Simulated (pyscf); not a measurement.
Elementary routes open to H₂N–SiH₂• (SMILES N[SiH2]) in the gas phase (doublet surface):
A. [HN=SiH]• (SMILES N=[SiH]) + H₂ (SMILES [H][H]) (H–N, H–Si broken; H–H formed)
B. •HN–SiH₃ (SMILES [NH][SiH3]) (H–N broken; H–Si formed)

Single points on ωB97X-D3(BJ)/def2-SVP structures (PySCF, gas phase).

Task: Rank the routes by free-energy barrier at 600 K, lowest first, for ωB97M-D3(BJ)/def2-TZVP energies (ideal gas, 1 atm, RRHO with modes under 100 cm⁻¹ raised to 100, one conformer, R ln 2 for chiral ones without a mode under 150 cm⁻¹).

Result: B (48.8 kcal/mol), A (74.6 kcal/mol)

Route B is the fastest of these, ahead of the next by 25.8 kcal/mol. The most stable products are those of B (ΔG = +17.6 kcal/mol), so kinetics and thermodynamics agree. At 1200 K B is still the fastest. Only these routes are compared; each barrier is that of the saddle found, and lower ones may exist.
